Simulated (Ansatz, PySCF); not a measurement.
Band gap (eV) of solids drawn from the class of oxides, at two levels: HSE06 (plane waves, PAW; Ansatz, an electronic-structure program), and G0W0@PBE (Ansatz, PySCF; the runs differ in potentials, basis or settings).

```json
[
 {"solid": "rock-salt SrO", "HSE06": "4.79", "G0W0@PBE": "5.30", "shift (eV)": "+0.51"},
 {"solid": "rock-salt CaO", "HSE06": "5.31", "G0W0@PBE": "6.12", "shift (eV)": "+0.81"},
 {"solid": "rock-salt BaO", "HSE06": "3.31", "G0W0@PBE": "3.63", "shift (eV)": "+0.32"},
 {"solid": "rock-salt MgO", "HSE06": "6.52", "G0W0@PBE": "7.38", "shift (eV)": "+0.86"},
 {"solid": "corundum (α-Al2O3)", "HSE06": "8.12", "G0W0@PBE": "9.18", "shift (eV)": "+1.06"},
 {"solid": "stishovite (SiO2)", "HSE06": "7.73", "G0W0@PBE": "8.78", "shift (eV)": "+1.05"},
 {"solid": "α-quartz (SiO2)", "HSE06": "7.85", "G0W0@PBE": "9.40", "shift (eV)": "+1.55"}
]
```

The shifts run from +0.32 eV to +1.55 eV, with a median of +0.86 eV.

Of 7 rows, G0W0@PBE is the larger in 7 and the smaller in 0.

Density-functional gaps are differences of (generalised) Kohn–Sham levels.

Spin–orbit coupling is included only where a level's name says +SOC; with heavier elements it mostly lowers gaps and can invert bands. Cells: HSE06 at the measured cell for 6 of them, at the measured cell (atoms relaxed with PBEsol) for 1 of them; G0W0@PBE at the measured cell. Ansatz's density-functional and Hartree–Fock values are scalar-relativistic unless marked +SOC, with PAW data made under PBE.
